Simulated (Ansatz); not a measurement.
CF₂⁺, doublet: the ladder up to UCCSDT(Q)

Geometry: that of the CF2, singlet, kept fixed.

```xyz
3

C     0.0000   -0.6012    0.0000
F     0.0000    0.1901   -1.0264
F     0.0000    0.1901    1.0264
```

Basis cc-pVDZ; Ansatz 0.2.0. Correlated methods freeze the noble-gas cores, which leaves 17 electrons in 39 orbitals. Prefix R: restricted or restricted open-shell reference; prefix U: unrestricted. Active spaces: valence = (13e, 10o, short of the full valence) chosen from the atoms' valence shells.

Full CI isn't at hand for all of this; UCCSDT(Q) serves as the reference, and is uncertain by the last step of the cluster series or more. The frozen core follows each run's orbitals, which can shift R against U totals by a few meV.

For open shells CISD is restricted-active-space CI with the open shells as a complete middle space.

```
UHF ⟨S²⟩                          : 0.758
T1 diagnostic (RCCSD)             : 0.0310
largest doubles amplitude (RCCSD) : 0.048
T1 diagnostic (UCCSD)             : 0.0275
```

| level | E − E(RHF) (eV) |
| --- | --- |
| UHF | -0.0782 |
| RMP2 | -12.9923 |
| UMP2 | -13.0057 |
| RCCSD | -13.2158 |
| UCCSD | -13.2161 |
| RCCSD(T) | -13.6237 |
| UCCSD(T) | -13.6234 |

(1) Estimate how far UCCSDT(Q) in cc-pVDZ lies from RCCSD(T). The table doesn't fix it; the size of (T) and the diagnostics are the guide.

(1) UCCSDT(Q) in cc-pVDZ lies 76 meV below RCCSD(T), which is 19 % of the (T) step (-408 meV). T1 is raised, but (T) still catches most of what CCSD lacks. The miss exceeds 1 kcal/mol.

The other levels:

| level | E − E(UCCSDT(Q)) (meV) | share of correlation (%) | wall time |
| --- | --- | --- | --- |
| CISD | 1629 | 88.11 | 6 s |
| BCCD(T) | 61 | 99.56 | 2 s |
| RCCSDT | 39 | 99.71 | – |
| UCCSDT | 40 | 99.71 | – |
| RCCSDT(Q) | 18 | 99.87 | 66 s |
| CASSCF (valence space) | 10066 | 26.52 | – |
| NEVPT2 (valence space) | 1086 | 92.07 | 4.6 s |
| MRCISD (valence space) | 741 | 94.59 | – |
| MRCISD+Q (valence space) | 110 | 99.20 | 10 s |

The correlation energy at UCCSDT(Q), counted from RHF, is -13.700 eV. That run took 54 s on 1 thread of Arm Neoverse V1, shared host.

Times hold each run's SCF and search for its determinant on a shared host, so for small cases they say little of a method's own cost; they ran on 1 thread of Arm Neoverse V1. Some runs computed forces too.

Natural occupations of CASSCF (valence space) about the gap: 1.976 1.975 1.973 1.963 1.010 0.052 0.036 0.032; effectively unpaired electrons, Σ n²(2−n)², 1.03.
